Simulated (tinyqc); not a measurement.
Inside a calculation (part 2 of 2). Method: CIS and TDHF on RHF in the sto-3g basis, frozen core, for H2O, spin multiplicity 1. Computed by tinyqc, a small Python program that keeps every step (integrals from PySCF). Command: `OMP_NUM_THREADS=1 python tinyqc.py 23893 23894 out.jsonl` (the two numbers bound the seeds that draw the settings). One thread of a shared host (Intel(R) Xeon(R) Processor @ 2.60GHz), about 0.08 s of CPU time with the checks.

Geometry (angstrom):

| atom | x | y | z |
|---|---|---|---|
| O | 0.000000 | 0.000000 | 0.000000 |
| H | 0.000000 | 0.753000 | 0.567000 |
| H | 0.000000 | -0.753000 | 0.567000 |

## Integrals over molecular orbitals

coefficients C:
```
              MO1        MO2        MO3        MO4       MO5        MO6        MO7
1O 1s    0.994090  -0.232363   0.000000   0.102883  0.000000  -0.135138   0.000000
1O 2s    0.026901   0.828503   0.000000  -0.536547  0.000000   0.914324   0.000000
1O 2px   0.000000   0.000000   0.000000   0.000000  1.000000   0.000000   0.000000
1O 2py   0.000000   0.000000   0.605028   0.000000  0.000000   0.000000   1.003663
1O 2pz   0.004440   0.133034   0.000000   0.784810  0.000000   0.734621   0.000000
2H 1s   -0.006150   0.159931   0.443042   0.270148  0.000000  -0.809659  -0.851439
3H 1s   -0.006150   0.159931  -0.443042   0.270148  0.000000  -0.809659   0.851439
```

core Hamiltonian H = T + V (hartree):
```
             1O 1s      1O 2s     1O 2px     1O 2py     1O 2pz      2H 1s      3H 1s
1O 1s   -32.738056  -7.616862   0.000000   0.000000  -0.019259  -1.811986  -1.811986
1O 2s    -7.616862  -9.350300   0.000000   0.000000  -0.225259  -3.834872  -3.834872
1O 2px    0.000000   0.000000  -7.470291   0.000000   0.000000   0.000000   0.000000
1O 2py    0.000000   0.000000   0.000000  -7.635340   0.000000  -2.086883   2.086883
1O 2pz   -0.019259  -0.225259   0.000000   0.000000  -7.563872  -1.645286  -1.645286
2H 1s    -1.811986  -3.834872   0.000000  -2.086883  -1.645286  -5.134866  -1.645430
3H 1s    -1.811986  -3.834872   0.000000   2.086883  -1.645286  -1.645430  -5.134866
```

Given earlier and not repeated: Two-electron integrals (ij|kl) in chemists' order.

(pq|rs) = sum C_ip C_jq C_kr C_ls (ij|kl), one index at a time.

one-electron integrals over orbitals h = C^T H C (hartree):
```
            1          2          3          4          5          6          7
1  -32.720244   0.557864   0.000000  -0.234854   0.000000   0.311699   0.000000
2    0.557864  -7.685513   0.000000   0.415617   0.000000  -1.396419   0.000000
3    0.000000   0.000000  -6.402425   0.000000   0.000000   0.000000  -1.709758
4   -0.234854   0.415617   0.000000  -7.032574   0.000000  -1.047890   0.000000
5    0.000000   0.000000   0.000000   0.000000  -7.470291   0.000000   0.000000
6    0.311699  -1.396419   0.000000  -1.047890   0.000000  -5.325658   0.000000
7    0.000000   0.000000  -1.709758   0.000000   0.000000   0.000000  -5.617256
```

Two-electron integrals over orbitals (pq|rs), unique and non-zero (hartree); the lowest 1 orbital is frozen and left out:
```
(22|22) 0.728991    (32|32) 0.145949    (33|22) 0.647817    (33|33) 0.636899
(42|22) 0.006962    (42|33) 0.007243    (42|42) 0.123381    (43|32) 0.019132
(43|43) 0.046278    (44|22) 0.677987    (44|33) 0.602138    (44|42) -0.104930
(44|44) 0.792709    (52|52) 0.144084    (53|53) 0.029048    (54|52) -0.046608
(54|54) 0.056417    (55|22) 0.747178    (55|33) 0.631437    (55|42) -0.066573
(55|44) 0.733362    (55|55) 0.880159    (62|22) 0.143399    (62|33) 0.076154
(62|42) 0.020385    (62|44) 0.091870    (62|55) 0.160119    (62|62) 0.102303
(63|32) -0.041348   (63|43) -0.027735   (63|63) 0.071387    (64|22) 0.092584
(64|33) 0.042359    (64|42) -0.027513   (64|44) 0.118384    (64|55) 0.111939
(64|62) 0.061046    (64|64) 0.064997    (65|52) 0.060137    (65|54) -0.002551
(65|65) 0.039109    (66|22) 0.614696    (66|33) 0.572864    (66|42) 0.059909
(66|44) 0.548427    (66|55) 0.588734    (66|62) 0.095997    (66|64) 0.043759
(66|66) 0.596843    (72|32) 0.039153    (72|43) -0.033825   (72|63) 0.035677
(72|72) 0.061356    (73|22) 0.136748    (73|33) 0.090954    (73|42) -0.074904
(73|44) 0.162648    (73|55) 0.188865    (73|62) 0.077623    (73|64) 0.075146
(73|66) 0.037293    (73|73) 0.151340    (74|32) -0.076780   (74|43) 0.004114
(74|63) 0.043489    (74|72) -0.016737   (74|74) 0.068133    (75|53) 0.023683
(75|75) 0.024364    (76|32) 0.100379    (76|43) 0.045920    (76|63) -0.065312
(76|72) -0.010072   (76|74) -0.057381   (76|76) 0.116265    (77|22) 0.626325
(77|33) 0.613778    (77|42) -0.013684   (77|44) 0.612154    (77|55) 0.627502
(77|62) 0.070015    (77|64) 0.040641    (77|66) 0.567187    (77|73) 0.094364
(77|77) 0.622539
```

## CIS matrix, singlets

orbital energies (hartree): MO1 -20.237910, MO2 -1.274155, MO3 -0.628213, MO4 -0.451079, MO5 -0.391113, MO6 0.617594, MO7 0.764493

A(ia,jb) = (e_a - e_i) d_ij d_ab + 2 (ia|jb) - (ij|ab).

CIS matrix A, singlet (hartree):
```
          2>6        2>7        3>6       3>7       4>6        4>7       5>6       5>7
2>6  1.481659   0.000000   0.000000  0.054866  0.062183   0.000000  0.000000  0.000000
2>7  0.000000   1.535035  -0.029025  0.000000  0.000000  -0.019790  0.000000  0.000000
3>6  0.000000  -0.029025   0.815716  0.000000  0.000000   0.041059  0.000000  0.000000
3>7  0.054866   0.000000   0.000000  1.081608  0.104373   0.000000  0.000000  0.000000
4>6  0.062183   0.000000   0.000000  0.104373  0.650241   0.000000  0.000000  0.000000
4>7  0.000000  -0.019790   0.041059  0.000000  0.000000   0.739685  0.000000  0.000000
5>6  0.000000   0.000000   0.000000  0.000000  0.000000   0.000000  0.498191  0.000000
5>7  0.000000   0.000000   0.000000  0.000000  0.000000   0.000000  0.000000  0.576831
```

## CIS singlet states

dipole integrals <i|r|a> (bohr):
```
            x          y          z
2>6  0.000000   0.000000  -0.113285
2>7  0.000000  -0.151040   0.000000
3>6  0.000000  -0.834133   0.000000
3>7  0.000000   0.000000  -0.623663
4>6  0.000000   0.000000  -0.450795
4>7  0.000000  -0.649271   0.000000
5>6  0.075327   0.000000   0.000000
5>7  0.000000   0.000000   0.000000
```

Diagonalise A (1 hartree = 27.211386 eV); each vector has its largest component positive (the first on a tie). The transition dipole is mu = sqrt2 sum c_ia <i|r|a>.

singlet excitation energies (eV): 13.556478  15.696377  16.967920  19.638240  22.638838  29.768587  40.707511  41.817955

lowest vectors:
```
      state 1   state 2    state 3    state 4   state 5    state 6
2>6  0.000000  0.000000  -0.056878   0.000000  0.000000  -0.169076
2>7  0.000000  0.000000   0.000000   0.008115  0.049013   0.000000
3>6  0.000000  0.000000   0.000000  -0.398072  0.916404   0.000000
3>7  0.000000  0.000000  -0.215328   0.000000  0.000000   0.964438
4>6  0.000000  0.000000   0.974884   0.000000  0.000000   0.203157
4>7  0.000000  0.000000   0.000000   0.917318  0.397241   0.000000
5>6  1.000000  0.000000   0.000000   0.000000  0.000000   0.000000
5>7  0.000000  1.000000   0.000000   0.000000  0.000000   0.000000
```

oscillator strengths 2/3 w |mu|^2: 0.003769  0.000000  0.074199  0.067457  1.176206  0.662450

## TDHF (RPA) singlet states

B(ia,jb) = 2 (ia|jb) - (ib|ja); the squared energies are the eigenvalues of (A - B)(A + B); 1 hartree = 27.211386 eV.

TDHF matrix B, singlet (hartree):
```
          2>6        2>7        3>6       3>7       4>6        4>7       5>6       5>7
2>6  0.102303   0.000000   0.000000  0.119568  0.061046   0.000000  0.000000  0.000000
2>7  0.000000   0.061356  -0.006268  0.000000  0.000000  -0.016737  0.000000  0.000000
3>6  0.000000  -0.006268   0.071387  0.000000  0.000000   0.011832  0.000000  0.000000
3>7  0.119568   0.000000   0.000000  0.151340  0.106803   0.000000  0.000000  0.000000
4>6  0.061046   0.000000   0.000000  0.106803  0.064997   0.000000  0.000000  0.000000
4>7  0.000000  -0.016737   0.011832  0.000000  0.000000   0.068133  0.000000  0.000000
5>6  0.000000   0.000000   0.000000  0.000000  0.000000   0.000000  0.039109  0.000000
5>7  0.000000   0.000000   0.000000  0.000000  0.000000   0.000000  0.000000  0.024364
```

squared energies w^2 (hartree^2): 0.246665  0.332141  0.383976  0.517110  0.685876  1.151832  2.191283  2.357289

TDHF energies from the positive w^2 (eV): 13.514643  15.682370  16.861747  19.567815  22.535831  29.204190  40.280970  41.778908

## CIS matrix, triplets

A(ia,jb) = (e_a - e_i) d_ij d_ab - (ij|ab).

CIS matrix A, triplet (hartree):
```
           2>6        2>7        3>6        3>7        4>6        4>7       5>6       5>7
2>6   1.277053   0.000000   0.000000  -0.100379  -0.059909   0.000000  0.000000  0.000000
2>7   0.000000   1.412322  -0.100379   0.000000   0.000000   0.013684  0.000000  0.000000
3>6   0.000000  -0.100379   0.672943   0.000000   0.000000  -0.045920  0.000000  0.000000
3>7  -0.100379   0.000000   0.000000   0.778928  -0.045920   0.000000  0.000000  0.000000
4>6  -0.059909   0.000000   0.000000  -0.045920   0.520246   0.000000  0.000000  0.000000
4>7   0.000000   0.013684  -0.045920   0.000000   0.000000   0.603418  0.000000  0.000000
5>6   0.000000   0.000000   0.000000   0.000000   0.000000   0.000000  0.419974  0.000000
5>7   0.000000   0.000000   0.000000   0.000000   0.000000   0.000000  0.000000  0.528104
```

## CIS triplet states

Diagonalise A (1 hartree = 27.211386 eV); each vector has its largest component positive (the first on a tie).

triplet excitation energies (eV): 11.428074  13.729869  14.370443  15.760605  18.593937  21.004550  35.368299  38.808258

lowest vectors:
```
      state 1   state 2   state 3   state 4    state 5    state 6
2>6  0.000000  0.101595  0.000000  0.000000   0.000000   0.165740
2>7  0.000000  0.000000  0.000000  0.042946   0.128640   0.000000
3>6  0.000000  0.000000  0.000000  0.476176   0.869158   0.000000
3>7  0.000000  0.200263  0.000000  0.000000   0.000000   0.962432
4>6  0.000000  0.974460  0.000000  0.000000   0.000000  -0.215071
4>7  0.000000  0.000000  0.000000  0.878301  -0.477510   0.000000
5>6  1.000000  0.000000  0.000000  0.000000   0.000000   0.000000
5>7  0.000000  0.000000  1.000000  0.000000   0.000000   0.000000
```

## TDHF (RPA) triplet states

B(ia,jb) = - (ib|ja); the squared energies are the eigenvalues of (A - B)(A + B); 1 hartree = 27.211386 eV.

TDHF matrix B, triplet (hartree):
```
           2>6        2>7        3>6        3>7        4>6        4>7        5>6        5>7
2>6  -0.102303   0.000000   0.000000  -0.035677  -0.061046   0.000000   0.000000   0.000000
2>7   0.000000  -0.061356  -0.077623   0.000000   0.000000   0.016737   0.000000   0.000000
3>6   0.000000  -0.077623  -0.071387   0.000000   0.000000  -0.075146   0.000000   0.000000
3>7  -0.035677   0.000000   0.000000  -0.151340  -0.043489   0.000000   0.000000   0.000000
4>6  -0.061046   0.000000   0.000000  -0.043489  -0.064997   0.000000   0.000000   0.000000
4>7   0.000000   0.016737  -0.075146   0.000000   0.000000  -0.068133   0.000000   0.000000
5>6   0.000000   0.000000   0.000000   0.000000   0.000000   0.000000  -0.039109   0.000000
5>7   0.000000   0.000000   0.000000   0.000000   0.000000   0.000000   0.000000  -0.024364
```

squared energies w^2 (hartree^2): 0.174849  0.238238  0.278300  0.314887  0.460196  0.572475  1.677709  2.023873

TDHF energies from the positive w^2 (eV): 11.378416  13.281767  14.355142  15.269619  18.459585  20.588697  35.245927  38.711700
